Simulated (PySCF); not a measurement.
# Acetyl Chloride: calculation and literature

Atoms are numbered as in `[CH3:1][C:2](=[O:3])[Cl:4]` (H(Xn): hydrogen on atom n).

Measured values that the calculation should reproduce: δ ¹³C C1 33.6; δ ¹H H(C1) 2.66 ppm (measured; solution, not stated per compound (mostly CDCl3 or CCl4); Pretsch, Buehlmann, Badertscher, Structure Determination of Organic Compounds, 4th ed. (2009)).
δ ¹⁷O O3 504.4 ppm (measured; solution, CH3CN, 313 K; J.-C. Zhuo, Molecules 4 (1999) 320).
δ ¹⁷O O3 509.7 ppm (measured; liquid, neat, 295 K; 17O NMR survey of organic solvents and oxofluorinated compounds, PMC5915748).

- PBE0-D3(BJ)/def2-SVP geometry
- shieldings: GIAO PBE0/pcSseg-1
- program: PySCF 2.14.0 with density-fitted response routines
- fast rotation and ring inversion assumed for equivalent nuclei, one conformer, no solvent model, no relativistic terms

Q: How close does the calculation come?

A: 
Reference values: measured (solution, not stated per compound (mostly CDCl3 or CCl4); Pretsch, Buehlmann, Badertscher, Structure Determination of Organic Compounds, 4th ed. (2009)).
```tsv
atoms	quantity	reference	computed	computed, scaled
C1	δ ¹³C	33.6	34.6	32.8
H(C1)	δ ¹H	2.66	2.44	2.52
```

Reference values: measured (solution, CH3CN, 313 K; J.-C. Zhuo, Molecules 4 (1999) 320).
```
atoms                 quantity  reference  computed  computed, scaled
   O3  δ ¹⁷O vs H2O (external)      504.4         –             503.3
```

Reference values: measured (liquid, neat, 295 K; 17O NMR survey of organic solvents and oxofluorinated compounds, PMC5915748).
| atoms | quantity | reference | computed | computed, scaled |
| --- | --- | --- | --- | --- |
| O3 | δ ¹⁷O vs D2O (external) | 509.7 | – | 503.3 |

Computed shifts are σ(ref) − σ with the named reference compound (TMS for H and C) calculated as an isolated molecule at the same level. The measured values may be among those fitted. Shieldings were converted by linear fits to measured shifts (mostly CDCl3, TMS scale, for H and C): ¹³C (scatter 1.9 ppm rms, 2.3 ppm with the 23 outliers that the fit left out, with a fitted term for attached Cl); ¹H (scatter 0.21 ppm rms, 0.22 ppm with the 3 outliers that the fit left out); ¹⁷O (scatter 13.5 ppm rms, 14.3 ppm with the 1 outlier that the fit left out vs liquid water, solution or neat liquid). Occasional misses reach two or three times the rms, and more in compound classes unlike the fitted ones.
